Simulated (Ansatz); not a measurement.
# Stretch profile

BHSCl (SMILES S[B]Cl), doublet, at its PBE0-D4/def2-TZVP minimum:

```json
{"atom": "S1", "x (Å)": "0.5664", "y (Å)": "-0.7891", "z (Å)": "0.5314"}
{"atom": "B2", "x (Å)": "-0.2996", "y (Å)": "0.4757", "z (Å)": "-0.3458"}
{"atom": "Cl3", "x (Å)": "-2.0141", "y (Å)": "0.6160", "z (Å)": "-0.4273"}
{"atom": "H4", "x (Å)": "1.8029", "y (Å)": "-0.3629", "z (Å)": "0.2214"}
```

The bond length S1–H4 (1.344 Å at the minimum) is set to the values below, the two halves moving rigidly along the bond. Each method's energies count from its own value at the PBE0-D4 minimum structure. Ansatz 0.2.0; basis: def2-TZVPP; cores frozen in the correlated methods; orbitals are unrestricted. B3LYP uses VWN-RPA correlation.

CCSD(T) energies along the scan:
```tsv
bond length (Å)	CCSD(T) (eV)
1.156	0.621
1.196	0.351
1.253	0.114
1.321	0.004
1.396	0.038
1.477	0.198
1.563	0.453
1.653	0.771
1.747	1.125
```
They count from the CCSD(T) energy at the PBE0-D4 minimum.

Minimum and curvature along this coordinate at CCSD(T): A fifth-order fit through the nearest points gives 1.339 Å, with a curvature of about 26 eV/Å².

**Question.** Treat the two halves as rigid bodies and work out the harmonic wavenumber of this stretch from that curvature (ν̃ = 521.5 √(k/μ) cm⁻¹ with k in eV/Å² and μ in u).

**Answer.** The halves weigh 78.33 and 1.01 u, so μ = 78.33 × 1.01/79.34 = 0.997 u and ν̃ = 521.5 √(26/0.997) ≈ 2700 cm⁻¹. A true normal mode mixes in other motions, so this is a guide only.

Largest difference from the CCSD(T) curve over the scan: r2SCAN-D4 0.049; PBE0-D4 0.027; B3LYP-D4 0.054; MP2 0.165 eV. Each curve counts from its own value at the minimum.

T1 diagnostic: at most 0.025. ⟨S²⟩ of the unrestricted Hartree–Fock references: 0.76 to 0.81 (a pure state has 0.75). The unrestricted reference is spin-contaminated, which hurts MP2 most.

For scale, one of the runs: CCSD(T)/def2-TZVPP, 129 basis functions (an equivalent command: `ansatz run in.yaml --threads 2`). The run took 45 s on 2 CPU threads (shared host), with 1.2 GiB of host memory at its peak.
